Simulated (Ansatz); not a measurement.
**NH₃O (triplet): wave-function methods side by side at distance N1–H4 along a hydrogen transfer = 1.201 Å, cc-pVDZ**

How much of the correlation energy of NH₃O (triplet) does each wave-function method recover here?

Computed with Ansatz 0.2.0, Gaussian basis. Level: cc-pVDZ, core rule «outside noble gas», up to 2 orbitals frozen.

The runs, in order: UHF; CCSD(T) on ROHF; CCSD(T) on UHF; BCCD(T) on ROHF; CISD; CCSDT(Q) on ROHF; CCSDT(Q) on UHF; CASSCF and MRCISD+Q, 4 electrons in 4 orbitals; CASSCF and NEVPT2, 4 electrons in 4 orbitals; CASSCF and NEVPT2, 14 electrons in 11 orbitals.

7 further runs of the same task are left out: 5 that didn't finish, 2 set aside as unsound or not needed.

**1. The geometry**

The geometry derives from fragments relaxed apart (PBE0/def2-TZVP) and kept rigid, so it is no stationary point. A hydrogen atom is moved between rigid fragments.

5 atoms, charge 0, spin multiplicity 3.

Atoms are counted from 1 here; the program's logs count them from 0.

Bond lengths: N1–H2 1.012 Å, N1–H3 1.012 Å, N1–H4 1.201 Å, H4–O5 1.066 Å. Angles: H2–N1–H3 107.1°, H2–N1–H4 107.1°, H3–N1–H4 107.1°, N1–H4–O5 180.0°.

**2. UHF**

File in.yaml:

```yaml
crystal:
  periodic: [false, false, false]
  atoms:
    - {symbol: N, position_ang: [-1.116621, -0.017258, -0.026862]}
    - {symbol: H, position_ang: [-1.413901, 0.950575, -0.026861]}
    - {symbol: H, position_ang: [-1.413900, -0.419557, 0.853398]}
    - {symbol: H, position_ang: [0.084379, -0.017258, -0.026862]}
    - {symbol: O, position_ang: [1.150379, -0.017257, -0.026862]}
basis:
  gaussian: {orbitals: cc-pVDZ}
magnetization: {spin_polarized: true, initial_magnetization: 2}
hamiltonian: {xc: hf}
output: {orbitals: {seedname: orbitals}}
```

Started as:

```
ansatz run in.yaml --threads 1 --pin off --events-out ev --progress --plain --max-ram 2393MiB
```

Further steps of the session: CCSD(T) on ROHF; CCSD(T) on UHF; BCCD(T) on ROHF; CISD; CCSDT(Q) on ROHF; CCSDT(Q) on UHF; CASSCF and MRCISD+Q, 4 electrons in 4 orbitals; CASSCF and NEVPT2, 4 electrons in 4 orbitals; CASSCF and NEVPT2, 14 electrons in 11 orbitals.

Before running them: what should the planned runs give, taken together? Wanted: UCCSDT(Q) below the RHF energy; RMP2 from UCCSDT(Q); UMP2 from UCCSDT(Q); RCCSD from UCCSDT(Q); RCCSD(T) from UCCSDT(Q); UCCSD(T) from UCCSDT(Q); RCCSDT(Q) from UCCSDT(Q); NEVPT2 pair from UCCSDT(Q); MRCISD+Q pair from UCCSDT(Q).

As calculated:

| quantity | value |
| --- | --- |
| UCCSDT(Q) below the RHF energy | -9.9662 eV |
| RMP2 from UCCSDT(Q) | +26.18 kcal/mol |
| UMP2 from UCCSDT(Q) | +25.46 kcal/mol |
| RCCSD from UCCSDT(Q) | +5.39 kcal/mol |
| RCCSD(T) from UCCSDT(Q) | +0.99 kcal/mol |
| UCCSD(T) from UCCSDT(Q) | +0.90 kcal/mol |
| RCCSDT(Q) from UCCSDT(Q) | +0.05 kcal/mol |
| NEVPT2 pair from UCCSDT(Q) | +23.73 kcal/mol |
| MRCISD+Q pair from UCCSDT(Q) | +2.92 kcal/mol |
| NEVPT2 valence from UCCSDT(Q) | +29.28 kcal/mol |
| levels within 1 kcal/mol (43 meV) | RCCSD(T), UCCSD(T), BCCD(T), RCCSDT, UCCSDT, RCCSDT(Q) |
| T1 diagnostic | 0.046 |
| effectively unpaired electrons | 2.02 |

**Reading.** RCCSD(T) misses by +0.99 kcal/mol, 0.4 % of the correlation energy. The occupations are near whole numbers, but T1 = 0.046 shows that the orbitals relax strongly. Of the multireference levels listed MRCISD+Q pair comes nearest in total energy (+2.92 kcal/mol), which doesn't show that its space is the better one. These misses are within one basis, not against nature; the frozen cores of restricted and unrestricted runs differ, which can shift their rows.
